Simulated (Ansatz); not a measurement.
Two shapes of doublet HS₂.

Shape 1:

```xyz
3

H     0.0000    0.1659   -1.3181
S     0.0000   -0.7584   -0.1700
S     0.0000    0.5925    1.4881
```

Shape 2:

```xyz
3

H     0.0060    0.1971   -1.1966
S    -0.0132   -0.6926   -0.2047
S    -0.0230    0.5787    1.3452
```

Basis set: def2-SVP (spherical functions). Frozen core: 10 orbitals. Correlation on ROHF uses semicanonical orbitals with singles. Charge 0, multiplicity 2.

Computed with Ansatz (development build ahead of 0.2.0); each method stands on the lowest determinant of its kind that the runs found.

Question: Which shape is lower in energy, and by how much in each method?

Answer:

```csv
method,E(2) − E(1) (eV)
ROHF,-0.363
UHF,-0.367
ROHF-MP2,-0.389
UHF-MP2,-0.385
ROHF-CCSD(T),-0.284
```

Shape 2 is lower.
